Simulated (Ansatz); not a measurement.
# C₂H₄FN: small, medium and large basis sets

Aim: see how fast density functionals converge with the basis set for C₂H₄FN.

Program: Ansatz 0.2.0, Gaussian basis. Level of theory: one geometry, several basis sets. These are calculated values, not measurements.

Levels to be run: PBE0-D4/def2-SVP; ωB97M-V/def2-SVP; PBE0-D4/def2-QZVPP; ωB97M-V/def2-QZVPP; the functionals' def2-TZVPP values are taken from earlier runs.

**1. The relaxed structure**

All runs share one geometry, relaxed beforehand with PBE0-D4 in a triple-zeta def2 set.

SMILES `C/N=C\F`, 8 atoms, charge 0, spin multiplicity 1.

Atoms are counted from 1 here; the program's logs count them from 0.

Bond lengths: C1–N2 1.443 Å, C1–H5 1.093 Å, C1–H6 1.092 Å, C1–H7 1.092 Å, N2–C3 1.239 Å, C3–F4 1.349 Å, C3–H8 1.086 Å. Angles: N2–C1–H5 114.5°, N2–C1–H6 108.4°, N2–C1–H7 108.4°, H5–C1–H6 109.1°, H5–C1–H7 109.2°, H6–C1–H7 106.8°, C1–N2–C3 121.5°, N2–C3–F4 125.3°, N2–C3–H8 124.0°, F4–C3–H8 110.7°.

Coordinates:

```xyz
8
C2H4FN
C    -0.06074    0.99825   -0.27356
N     0.55402   -0.01698    0.54662
C     0.23353   -1.20931    0.44850
F    -0.69221   -1.70014   -0.40131
H    -0.79854    0.62088   -0.98589
H    -0.53798    1.73002    0.38235
H     0.72583    1.52651   -0.81691
H     0.66830   -2.00643    1.04430
```

**2. PBE0-D4 in def2-SVP**

Input file in.yaml:

```yaml
crystal:
  periodic: [false, false, false]
  atoms:
    - {symbol: C, position_ang: [-0.060742, 0.998246, -0.273558]}
    - {symbol: N, position_ang: [0.554016, -0.016982, 0.546624]}
    - {symbol: C, position_ang: [0.233525, -1.209306, 0.448503]}
    - {symbol: F, position_ang: [-0.692210, -1.700137, -0.401314]}
    - {symbol: H, position_ang: [-0.798538, 0.620878, -0.985888]}
    - {symbol: H, position_ang: [-0.537983, 1.730019, 0.382346]}
    - {symbol: H, position_ang: [0.725834, 1.526511, -0.816913]}
    - {symbol: H, position_ang: [0.668300, -2.006429, 1.044301]}
basis:
  gaussian: {orbitals: def2-SVP}
hamiltonian: {xc: pbe0, dispersion: d4}
output: {orbitals: {seedname: orbitals}}
```

Run with:

```console
$ ansatz run in.yaml --threads 2 --pin off --events-out ev --progress --plain --max-ram 4352MiB
```

After this run come: ωB97M-V in def2-SVP; PBE0-D4 in def2-QZVPP; ωB97M-V in def2-QZVPP.

Before running them: what should the planned runs give, taken together? Wanted: PBE0-D4: double and triple zeta above quadruple; ωB97M-V: double and triple zeta above quadruple.

**Answer**, as computed:

| quantity | value |
| --- | --- |
| PBE0-D4: double and triple zeta above quadruple | 7.76, 0.34 eV |
| ωB97M-V: double and triple zeta above quadruple | 8.01, 0.33 eV |

What this shows: For PBE0-D4 the step from double to triple zeta gains 7.42 eV and the next only 0.34 eV. Total energies overstate the basis error of differences, where much of it tends to cancel. The LUMO of ωB97M-V is positive and keeps falling with the basis (2.73 to 2.11 eV): an unbound level that the basis holds in place.
